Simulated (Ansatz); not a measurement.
Relaxation of CH$_{5}$B (7 atoms, charge 0, multiplicity 1), to a largest force component of 0.02 eV/Å in at most 40 steps.

These are results of RKS PBE-D4/def2-SVP in Ansatz 0.2.0, not measurements.

```xyz
7
Properties=species:S:1:pos:R:3
B -0.211 -0.910 0.045
C 0.182 0.652 -0.033
H 0.406 -1.661 0.539
H -1.216 -1.193 -0.439
H 0.323 1.039 0.979
H 1.143 0.752 -0.588
H -0.566 1.253 -0.549
```

Task: Where does it end, and by what steps?

Result: The run converged. The force dipped under the threshold on the way, but the program's further checks kept it going. After 11 steps the energy has fallen by 0.372 eV; H4 moved furthest, 0.35 Å.

```
step  energy less start (eV)  largest force component (eV/Å)  accepted
   0                  0.0000                           4.244       yes
   1                 -0.3129                           1.384       yes
   2                 -0.2833                           0.666        no
   3                 -0.3547                           0.330       yes
   4                 -0.3619                           0.170       yes
   5                 -0.3687                           0.035       yes
   6                 -0.3557                           0.446        no
   7                 -0.3715                           0.019       yes
   8                 -0.3708                           0.098        no
   9                 -0.3720                           0.012       yes
  10                 -0.3719                           0.043        no
  11                 -0.3720                           0.019       yes
```

```xyz
7
Properties=species:S:1:pos:R:3
B -0.249 -0.852 0.045
C 0.136 0.655 0.018
H 0.326 -1.631 0.788
H -1.072 -1.306 -0.732
H 0.570 1.058 0.954
H 0.978 0.663 -0.726
H -0.628 1.344 -0.392
```

Time of the run: 21 s on 1 thread of AMD EPYC (Zen 3), on a shared host, peak memory 0.11 GiB.
